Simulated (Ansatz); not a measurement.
## HOP, triplet in cc-pVDZ: errors against UCCSDTQ

Geometry: a PBE0/def2-TZVP stationary point for this spin, not checked as a minimum.

```xyz
3

O     0.0000   -0.1018    1.0417
P     0.0000    0.0286   -0.5874
H     0.0000    0.7367    1.5146
```

Basis cc-pVDZ; Ansatz 0.2.0. Correlated methods freeze the noble-gas cores, which leaves 12 electrons in 31 orbitals. R marks a restricted (for open shells ROHF) determinant, U an unrestricted one. Active spaces: valence = (12e, 9o) chosen from the atoms' valence shells.

Full CI isn't at hand for all of this; UCCSDTQ serves as the reference, and is uncertain by the last step of the cluster series or more. The frozen core follows each run's orbitals, which can shift R against U totals by a few meV.

For open shells CISD is restricted-active-space CI with the open shells as a complete middle space.

* UHF ⟨S²⟩: 2.027
* T1 diagnostic (RCCSD): 0.0214
* largest doubles amplitude (RCCSD): 0.044
* T1 diagnostic (UCCSD): 0.0200

```tsv
level	E − E(RHF) (eV)
UHF	-0.1692
RMP2	-7.4168
UMP2	-7.3821
RCCSD	-7.9415
UCCSD	-7.9439
RCCSD(T)	-8.1248
UCCSD(T)	-8.1245
```

(1) Estimate how far UCCSDTQ in cc-pVDZ lies from RCCSD(T). The table doesn't fix it; the size of (T) and the diagnostics are the guide.

(1) UCCSDTQ in cc-pVDZ lies 3.3 kJ/mol below RCCSD(T), which is 19 % of the (T) step (-17.7 kJ/mol). The diagnostics are small and one determinant leads, so the series closes fast and only a small part of (T) is left.

The other levels:

| level | E − E(UCCSDTQ) (kJ/mol) | share of correlation (%) | wall time |
| --- | --- | --- | --- |
| CISD | 75.6 | 90.39 | 1.7 s |
| BCCD(T) | 3.2 | 99.60 | 1 s |
| RCCSDT | 1.9 | 99.76 | – |
| UCCSDT | 1.8 | 99.77 | – |
| RCCSDT(Q) | 0.0 | 100.00 | 14 s |
| UCCSDT(Q) | -0.2 | 100.03 | 12 s |
| RCCSDTQ | 0.0 | 100.00 | 67 s (H100) |
| CASSCF (valence space) | 626.0 | 20.48 | – |
| NEVPT2 (valence space) | 116.3 | 85.23 | 1.8 s |
| MRCISD (valence space) | 48.6 | 93.83 | – |
| MRCISD+Q (valence space) | 4.3 | 99.45 | 3.2 s |

The correlation energy at UCCSDTQ, counted from RHF, is -8.159 eV. That run took 47 s on 2 threads of AMD EPYC 7R13 with a shared H100 80 GB, shared host.

Times hold each run's SCF and search for its determinant on a shared host, so for small cases they say little of a method's own cost; rows without a card ran on 1 thread of AMD EPYC 7R13. Some runs computed forces too.

Natural occupations of CASSCF (valence space) about the gap: 1.993 1.977 1.974 1.006 1.002 0.028 0.023; effectively unpaired electrons, Σ n²(2−n)², 2.01.

Atomization energy (electronic, same basis, no zero-point term; atoms at the same level, unrestricted beside the R rows where the molecule is a closed shell, with restricted open-shell steps beyond CCSDT(Q)) at UCCSDTQ: 673.0 kJ/mol. Errors of other levels:

```json
{"level": "RHF", "error (kJ/mol)": "-248.2"}
{"level": "UHF", "error (kJ/mol)": "-244.2"}
{"level": "RMP2", "error (kJ/mol)": "20.8"}
{"level": "UMP2", "error (kJ/mol)": "17.3"}
{"level": "CISD", "error (kJ/mol)": "-62.3"}
{"level": "RCCSD", "error (kJ/mol)": "-14.7"}
{"level": "UCCSD", "error (kJ/mol)": "-14.7"}
{"level": "RCCSD(T)", "error (kJ/mol)": "-1.7"}
{"level": "UCCSD(T)", "error (kJ/mol)": "-1.9"}
{"level": "BCCD(T)", "error (kJ/mol)": "-1.5"}
{"level": "RCCSDT", "error (kJ/mol)": "-1.3"}
{"level": "UCCSDT", "error (kJ/mol)": "-1.4"}
{"level": "RCCSDT(Q)", "error (kJ/mol)": "0.3"}
{"level": "UCCSDT(Q)", "error (kJ/mol)": "0.3"}
{"level": "RCCSDTQ", "error (kJ/mol)": "0.1"}
{"level": "CASSCF (valence space)", "error (kJ/mol)": "-86.9"}
{"level": "NEVPT2 (valence space)", "error (kJ/mol)": "-3.4"}
{"level": "MRCISD (valence space)", "error (kJ/mol)": "-34.8"}
{"level": "MRCISD+Q (valence space)", "error (kJ/mol)": "-11.6"}
```

This basis is far from its limit, so the value isn't to be set against a measured one. Truncated CI isn't size-consistent, which counts against it in atomization.
